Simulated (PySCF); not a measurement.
Compound: C₄H₉ (charge +1).
SMILES: `C[C+](C)C`

Theory: MP2 and CCSD/aug-cc-pVDZ in PySCF, restricted Hartree–Fock reference, 4 core orbitals frozen, non-relativistic, gas phase, PBE0-D3(BJ)/def2-SVP geometry.

E(HF) = -156.46029 Eh.

Problem. How large is the problem?

Solution. 173 basis functions and 32 electrons; 4 orbitals frozen, which leaves o = 12 correlated occupied and v = 157 virtual orbitals. That is o·v = 1884 singles and o·v(o·v + 1)/2 = 1775670 distinct closed-shell doubles amplitudes before symmetry; the costliest CCSD step grows as o²v⁴ = 8.7 × 10^10.

Problem. What are the MP2 and CCSD correlation energies?

Solution. MP2 -0.5616 Eh and CCSD -0.6210 Eh, which gives totals of -157.02185 and -157.08132 Eh. That is 0.704 eV for each correlated electron at CCSD (1631 kJ/mol in all, 0.395 % of the total energy); MP2 gives 90.4 % of the CCSD value.

Problem. What is the T1 diagnostic?

Solution. 0.0137, below the customary warning level of 0.02. It is the norm of the spatial-orbital singles amplitudes over the root of the number of correlated electrons, so the norm is 0.067.

No triples correction and no basis-set extrapolation were made.

The job also held the EOM ionisation roots. Hardware: one thread of an AMD EPYC 7R32 (shared host). Cost: 3.4 min, 3.1 GiB resident at most.
